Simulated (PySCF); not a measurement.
System: rock-salt KF. Method: Hartree–Fock (GTH pseudopotentials, Gaussian basis; PySCF).

The same calculation (at the measured cell, 19.077 Å³/atom) with different numerical settings; throughout: k mesh 2×2×2:

| run | basis | gap on the mesh (eV) | total energy (eV/atom) |
|---|---|---|---|
| 1 | DZ | 17.809 | -707.7735 |
| 2 | TZ | 17.837 | -707.9351 |
| 3 | QZ | 17.797 | -707.9449 |

In the column total energy (eV/atom) the first row differs from the last by +0.1714 and the next to last by +0.0098.

The last row is no converged limit: other settings stay fixed.
